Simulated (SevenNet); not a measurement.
We consider hcp Sc, described by the machine-learned potential SevenNet-0 (trained on PBE and PBE+U data).

Computed at the level's own relaxed cell.

```
CELL_PARAMETERS angstrom
      3.26718     0.00000     0.00000
     -1.63359     2.82946     0.00000
      0.00000     0.00000     5.33009
ATOMIC_POSITIONS crystal
  Sc 0.66667 0.33333 0.75000
  Sc 0.33333 0.66667 0.25000
```

Problem. Give the elastic tensor (Voigt notation, GPa, ions relaxed, in the Cartesian axes of the cell as printed).

Solution. 
```
   64.9    43.5    48.4     0.0     0.0     0.0
   43.5    64.9    48.4     0.0     0.0     0.0
   48.4    48.4    60.2     0.0     0.0     0.0
    0.0     0.0     0.0    13.6     0.0     0.0
    0.0     0.0     0.0     0.0    13.6     0.0
    0.0     0.0     0.0     0.0     0.0    10.6
```

Measured, for comparison: elastic constant C11 99 GPa, elastic constant C44 28 GPa, elastic constant C33 107 GPa, elastic constant C13 29 GPa (temperature not stated, no zero-point or thermal correction; as tabulated in Mehl and Papaconstantopoulos (1996), arXiv:mtrl-th/9602003). Computed (rounded) less measured: elastic constant C11 -34 %, elastic constant C44 -51 %, elastic constant C33 -44 %, elastic constant C13 +67 %.

A machine-learned potential is trained on density-functional data: it inherits that level's misses and adds fitting errors of its own.

Computed values are for the static lattice.
